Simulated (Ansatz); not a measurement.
C6H12 can be A, `C/C=C/C(C)C`, or B, `C=CC(C)CC`.

Calculated with Ansatz (gas phase, PBE0-D4/def2-TZVP geometries, no zero-point term in ΔE). CBS: MP2 limit from def2 TZ/QZ plus the TZ coupled-cluster correction, frozen cores. DFT in def2-TZVPP. B3LYP here is the variant with VWN-RPA as its local correlation; programs differ in this. One conformer a species, not always the lowest.

A:

```xyz
18

C     1.160    0.302   -2.574
C     0.591   -0.219   -1.298
C    -0.234    0.457   -0.508
C    -0.827   -0.004    0.789
C    -0.473    0.981    1.903
C    -0.444   -1.421    1.176
H     0.812    1.316   -2.781
H     2.254    0.317   -2.542
H     0.880   -0.333   -3.420
H     0.887   -1.228   -1.019
H    -0.517    1.468   -0.806
H    -1.920    0.028    0.668
H     0.605    0.979    2.086
H    -0.765    2.001    1.641
H    -0.977    0.715    2.836
H     0.636   -1.508    1.328
H    -0.736   -2.143    0.410
H    -0.933   -1.707    2.110
```

B:

Z-matrix (Å, degrees):
```
C
C 1 1.495
C 1 1.531 2 111.2
C 1 1.526 2 110.3 3 -123.0
H 1 1.098 2 108.0 3 118.4
C 2 1.325 1 125.7 3 -118.3
H 2 1.091 1 115.3 3 61.9
C 3 1.518 1 113.9 2 63.8
H 3 1.097 1 108.7 2 -59.1
H 3 1.096 1 108.3 2 -173.9
H 4 1.092 1 111.3 2 -58.7
H 4 1.093 1 110.9 2 -179.3
H 4 1.094 1 110.7 2 61.2
H 6 1.084 2 121.7 1 -179.5
H 6 1.086 2 121.3 1 0.3
H 8 1.092 3 111.2 1 179.6
H 8 1.094 3 111.0 1 59.7
H 8 1.092 3 111.3 1 -59.8
```

Question: Which is lower in electronic energy at CCSD(T)/CBS, and by how much? (Estimate.)

Answer: Ansatz gave: A, by 1.6 kcal/mol.

Question: Give E(B) − E(A) in kcal/mol with CCSD/def2-TZVPP, PBE-D4, B3LYP, ωB97M-V, B2PLYP, MP2/def2-TZVPP, CCSD(T)/def2-TZVPP. (An estimate is asked.)

Answer: The calculation gave: CCSD/def2-TZVPP 1.7, PBE-D4 2.7, B3LYP 2.7, ωB97M-V 1.9, B2PLYP 2.3, MP2/def2-TZVPP 1.7, CCSD(T)/def2-TZVPP 1.7. None reverses the order clearly.

Largest T1 diagnostic: 0.009.
